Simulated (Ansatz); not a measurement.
The input, for Ansatz 0.2.0:

```yaml
crystal:
  periodic: [false, false, false]
  atoms:
    - {symbol: Al, position_ang: [0.000000, -0.037869, 0.441901]}
    - {symbol: N, position_ang: [0.000000, 0.021365, -1.170985]}
    - {symbol: H, position_ang: [0.000000, 0.146656, 2.885945]}
    - {symbol: H, position_ang: [0.000000, -0.130153, -2.156862]}
basis:
  gaussian: {orbitals: cc-pVDZ}
magnetization: {spin_polarized: false}
correlation: {method: bccd_t, electrons: outside_noble_gas}
```

```sh
$ ansatz run in.yaml --threads 1 --pin off --events-out ev --progress --plain --max-ram 2393MiB
```

Problem. Roughly how long does this take on 1 thread of Arm Neoverse V1, shared host, and how much host memory?

Solution. 0.63 s wall and 0.21 GiB.

```
404 factors; integrals over basis functions are off by at most 1.3e-3 eV
mean field evaluation 1: about -8085.5086 eV, gradient 4.7e1 eV
mean field evaluation 2: about -8085.5101 eV, gradient 4.7e1 eV
mean field evaluation 4: about -8091.6831 eV, gradient 4.5e0 eV
mean field evaluation 8: about -8091.7969 eV, gradient 3.2e-3 eV
mean field evaluation 16: about -8091.7940 eV, gradient 2.7e-1 eV
mean field -8091.79692033 eV, -297.3680520050 hartree, gradient 2.1e-6 eV, S^2 0.000000; 1 other end points of the search recorded, 0 dependent functions left out; unrestricted orbitals would lower it
mean field evaluation 32: about -8091.6973 eV, gradient 9.0e0 eV
6 core orbitals not correlated: weight in the atoms' cores, before any rotation towards them, 1.000 or more for the frozen orbitals, at most 0.000 for the correlated occupied ones
reference -8091.79692033 eV, -297.3680520050 hartree; 5, 5 occupied and 31, 31 virtual orbitals, 404 factors
second order -6.84246067 eV of doubles, -0.00000000 eV of singles
cycle   1  -6.82836338 eV  change    1.4e-2 eV  update   1.4e-1
cycle   2  -7.15217983 eV  change   -3.2e-1 eV  update   7.1e-2
cycle   3  -7.36231103 eV  change   -2.1e-1 eV  update   4.2e-2
cycle   4  -7.37024842 eV  change   -7.9e-3 eV  update   1.3e-2
cycle   5  -7.36786050 eV  change    2.4e-3 eV  update   4.9e-3
cycle   6  -7.37185064 eV  change   -4.0e-3 eV  update   1.9e-3
cycle   7  -7.37157794 eV  change    2.7e-4 eV  update   9.8e-4
cycle   8  -7.37095806 eV  change    6.2e-4 eV  update   3.9e-4
cycle   9  -7.37086567 eV  change    9.2e-5 eV  update   3.0e-4
cycle  10  -7.37097111 eV  change   -1.1e-4 eV  update   1.5e-4
cycle  11  -7.37095620 eV  change    1.5e-5 eV  update   9.3e-5
cycle  12  -7.37100832 eV  change   -5.2e-5 eV  update   4.5e-5
cycle  13  -7.37098384 eV  change    2.4e-5 eV  update   1.9e-5
cycle  14  -7.37097960 eV  change    4.2e-6 eV  update   7.9e-6
perturbative correction -0.39380610 eV, -0.0144721071 hartree
Total energy: -8099.56170603 eV, -297.6534026163 hartree
```
